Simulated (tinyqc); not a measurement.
RHF in the sto-3g basis, for H2O, spin multiplicity 1, step by step (part 2 of 2). Computed by tinyqc, a small Python program that keeps every step (integrals from PySCF). Command: `OMP_NUM_THREADS=1 python tinyqc.py 25592 25593 out.jsonl` (the two numbers bound the seeds that draw the settings). One thread of a shared host (Intel(R) Xeon(R) Processor @ 2.60GHz), about 0.06 s of CPU time with the checks.

Geometry (angstrom):

| atom | x | y | z |
|---|---|---|---|
| O | 0.000000 | 0.000000 | 0.000000 |
| H | 0.000000 | 0.886000 | 0.760000 |
| H | 0.000000 | -0.886000 | 0.760000 |

## Iteration 2: diagonalisation and new density

extrapolated F (hartree):
```
             1O 1s      1O 2s     1O 2px     1O 2py     1O 2pz      2H 1s      3H 1s
1O 1s   -22.801679  -5.511028   0.000000   0.000000  -0.022496  -0.775859  -0.775859
1O 2s    -5.511028  -2.861530   0.000000   0.000000   0.058285  -0.715719  -0.715719
1O 2px    0.000000   0.000000  -1.255611   0.000000   0.000000   0.000000   0.000000
1O 2py    0.000000   0.000000   0.000000  -1.292941   0.000000  -0.322369   0.322369
1O 2pz   -0.022496   0.058285   0.000000   0.000000  -1.216272  -0.252158  -0.252158
2H 1s    -0.775859  -0.715719   0.000000  -0.322369  -0.252158  -0.402214  -0.215794
3H 1s    -0.775859  -0.715719   0.000000   0.322369  -0.252158  -0.215794  -0.402214
```

X:
```
                1          2          3         4          5          6         7
1O 1s   -0.367616   0.000000   0.717765  0.000000   0.617376   0.000000  0.185657
1O 2s    0.985925   0.000000  -0.303199  0.000000   0.326119   0.000000  0.445862
1O 2px   0.000000   0.000000   0.000000  1.000000   0.000000   0.000000  0.000000
1O 2py   0.000000   0.816470   0.000000  0.000000   0.000000   0.702288  0.000000
1O 2pz   0.482784   0.000000   0.672156  0.000000  -0.603493   0.000000  0.225807
2H 1s   -0.617996  -0.741986  -0.192790  0.000000  -0.159212   0.386393  0.388637
3H 1s   -0.617996   0.741986  -0.192790  0.000000  -0.159212  -0.386393  0.388637
```

Diagonalise F' = X^T F X, C = X C', fill 5 alpha and 5 beta electrons from the bottom; D = 2 C_occ C_occ^T. Each column has its largest component positive (the first on a tie).

F' = X^T F X (hartree):
```
           1          2          3          4           5          6          7
1  -1.219998   0.000000   2.682212   0.000000    2.621787   0.000000   0.603931
2   0.000000  -0.285993   0.000000   0.000000    0.000000  -0.501911   0.000000
3   2.682212   0.000000  -9.859590   0.000000   -9.222093   0.000000  -4.385464
4   0.000000   0.000000   0.000000  -1.255611    0.000000   0.000000   0.000000
5   2.621787   0.000000  -9.222093   0.000000  -11.338118   0.000000  -4.919899
6   0.000000  -0.501911   0.000000   0.000000    0.000000  -1.043265   0.000000
7   0.603931   0.000000  -4.385464   0.000000   -4.919899   0.000000  -3.314535
```

orbital energies (hartree): MO1 -22.802377, MO2 -1.630992, MO3 -1.293342, MO4 -1.255611, MO5 -1.207009, MO6 -0.091862, MO7 -0.035916

coefficients C:
```
              MO1        MO2        MO3       MO4        MO5        MO6        MO7
1O 1s    0.998547  -0.247046   0.000000  0.000000  -0.037720   0.079995   0.000000
1O 2s    0.006309   1.024348   0.000000  0.000000   0.144724  -0.546672   0.000000
1O 2px   0.000000   0.000000   0.000000  1.000000   0.000000   0.000000   0.000000
1O 2py   0.000000   0.000000   0.992698  0.000000   0.000000   0.000000  -0.417592
1O 2pz   0.001376  -0.152931   0.000000  0.000000   0.976818  -0.350002   0.000000
2H 1s   -0.000861  -0.011191   0.014946  0.000000   0.024678   0.771193   0.836433
3H 1s   -0.000861  -0.011191  -0.014946  0.000000   0.024678   0.771193  -0.836433
```

D after iteration 2:
```
            1O 1s      1O 2s    1O 2px     1O 2py     1O 2pz      2H 1s      3H 1s
1O 1s    2.119100  -0.504441  0.000000   0.000000   0.004619   0.001949   0.001949
1O 2s   -0.504441   2.140547  0.000000   0.000000  -0.030552  -0.015796  -0.015796
1O 2px   0.000000   0.000000  2.000000   0.000000   0.000000   0.000000   0.000000
1O 2py   0.000000   0.000000  0.000000   1.970897   0.000000   0.029675  -0.029675
1O 2pz   0.004619  -0.030552  0.000000   0.000000   1.955128   0.051632   0.051632
2H 1s    0.001949  -0.015796  0.000000   0.029675   0.051632   0.001917   0.001023
3H 1s    0.001949  -0.015796  0.000000  -0.029675   0.051632   0.001023   0.001917
```

## Iteration 14 (converged): orbitals

converged F (hartree):
```
             1O 1s      1O 2s     1O 2px     1O 2py     1O 2pz      2H 1s      3H 1s
1O 1s   -20.270754  -5.165713   0.000000   0.000000  -0.023684  -0.728859  -0.728859
1O 2s    -5.165713  -2.403742   0.000000   0.000000  -0.058621  -0.714198  -0.714198
1O 2px    0.000000   0.000000  -0.391584   0.000000   0.000000   0.000000   0.000000
1O 2py    0.000000   0.000000   0.000000  -0.207101   0.000000  -0.330134   0.330134
1O 2pz   -0.023684  -0.058621   0.000000   0.000000  -0.247426  -0.318849  -0.318849
2H 1s    -0.728859  -0.714198   0.000000  -0.330134  -0.318849  -0.364244  -0.222071
3H 1s    -0.728859  -0.714198   0.000000   0.330134  -0.318849  -0.222071  -0.364244
```

As before.

F' = X^T F X (hartree):
```
           1         2          3          4          5          6          7
1  -0.425534  0.000000   2.454654   0.000000   2.066903   0.000000   0.647935
2   0.000000  0.505390   0.000000   0.000000   0.000000   0.098528   0.000000
3   2.454654  0.000000  -8.168419   0.000000  -8.590910   0.000000  -3.910885
4   0.000000  0.000000   0.000000  -0.391584   0.000000   0.000000   0.000000
5   2.066903  0.000000  -8.590910   0.000000  -9.828772   0.000000  -4.504389
6   0.000000  0.098528   0.000000   0.000000   0.000000  -0.502937   0.000000
7   0.647935  0.000000  -3.910885   0.000000  -4.504389   0.000000  -3.052580
```

orbital energies (hartree): MO1 -20.278831, MO2 -1.194038, MO3 -0.512474, MO4 -0.437962, MO5 -0.391584, MO6 0.435525, MO7 0.514928

coefficients C:
```
              MO1        MO2        MO3        MO4       MO5        MO6        MO7
1O 1s    0.994559  -0.242230   0.000000   0.089729  0.000000  -0.100373   0.000000
1O 2s    0.023220   0.907996   0.000000  -0.454832  0.000000   0.580738   0.000000
1O 2px   0.000000   0.000000   0.000000   0.000000  1.000000   0.000000   0.000000
1O 2py   0.000000   0.000000   0.620355   0.000000  0.000000   0.000000   0.880336
1O 2pz   0.002791   0.071220   0.000000   0.722151  0.000000   0.757287   0.000000
2H 1s   -0.004038   0.134432   0.456085   0.353878  0.000000  -0.672426  -0.701306
3H 1s   -0.004038   0.134432  -0.456085   0.353878  0.000000  -0.672426   0.701306
```

D after iteration 14:
```
            1O 1s      1O 2s    1O 2px     1O 2py     1O 2pz      2H 1s      3H 1s
1O 1s    2.111749  -0.475323  0.000000   0.000000   0.100644  -0.009653  -0.009653
1O 2s   -0.475323   2.063735  0.000000   0.000000  -0.527450  -0.077970  -0.077970
1O 2px   0.000000   0.000000  2.000000   0.000000   0.000000   0.000000   0.000000
1O 2py   0.000000   0.000000  0.000000   0.769681   0.000000   0.565869  -0.565869
1O 2pz   0.100644  -0.527450  0.000000   0.000000   1.053164   0.530232   0.530232
2H 1s   -0.009653  -0.077970  0.000000   0.565869   0.530232   0.702662  -0.129391
3H 1s   -0.009653  -0.077970  0.000000  -0.565869   0.530232  -0.129391   0.702662
```

## Convergence

Stop when the energy changes by less than 1e-08 hartree and every element of the error matrix X^T (F D S - S D F) X is below 3e-05.

Course of the cycle:

| iteration | E (hartree) | change | largest element of the error matrix |
|---|---|---|---|
| 1 | -28.15653789 | - | 3.04e-01 |
| 2 | -73.59788629 | -4.54e+01 | 7.70e-01 |
| 3 | -73.86047452 | -2.63e-01 | 8.08e-01 |
| 4 | -73.66021240 | 2.00e-01 | 7.85e-01 |
| 5 | -73.65552071 | 4.69e-03 | 7.85e-01 |
| 6 | -73.57027077 | 8.52e-02 | 7.30e-01 |
| 7 | -74.30660714 | -7.36e-01 | 7.63e-01 |
| 8 | -74.83211207 | -5.26e-01 | 3.57e-01 |
| 9 | -74.88182302 | -4.97e-02 | 2.32e-01 |
| 10 | -74.79202533 | 8.98e-02 | 2.75e-01 |
| 11 | -74.91435481 | -1.22e-01 | 1.20e-02 |
| 12 | -74.91460143 | -2.47e-04 | 8.23e-04 |
| 13 | -74.91460285 | -1.42e-06 | 3.15e-05 |
| 14 | -74.91460285 | -1.62e-09 | 6.36e-06 |

PySCF RHF in the same basis = -74.91460285 hartree

Converged in 14 iterations.

## Populations, bond orders and dipole

overlap S:
```
           1O 1s     1O 2s    1O 2px     1O 2py    1O 2pz     2H 1s      3H 1s
1O 1s   1.000000  0.236704  0.000000   0.000000  0.000000  0.032743   0.032743
1O 2s   0.236704  1.000000  0.000000   0.000000  0.000000  0.348172   0.348172
1O 2px  0.000000  0.000000  1.000000   0.000000  0.000000  0.000000   0.000000
1O 2py  0.000000  0.000000  0.000000   1.000000  0.000000  0.238946  -0.238946
1O 2pz  0.000000  0.000000  0.000000   0.000000  1.000000  0.204965   0.204965
2H 1s   0.032743  0.348172  0.000000   0.238946  0.204965  1.000000   0.171363
3H 1s   0.032743  0.348172  0.000000  -0.238946  0.204965  0.171363   1.000000
```

Mulliken: Z minus the diagonal of D S on the atom; Loewdin: the same with S^(1/2) D S^(1/2); Mayer order: 2 sum_s sum (D(s) S)_ij (D(s) S)_ji over the two atoms.

Charges (e):

| atom | Mulliken | Loewdin |
|---|---|---|
| 1O | -0.206165 | -0.152750 |
| 2H | 0.103082 | 0.076375 |
| 3H | 0.103082 | 0.076375 |

Mayer bond orders:

| pair | order |
|---|---|
| 2-1 | 0.985408 |
| 3-1 | 0.985408 |
| 3-2 | 0.003966 |

dipole moment about the origin, x y z (debye): 0.000000  0.000000  1.462406
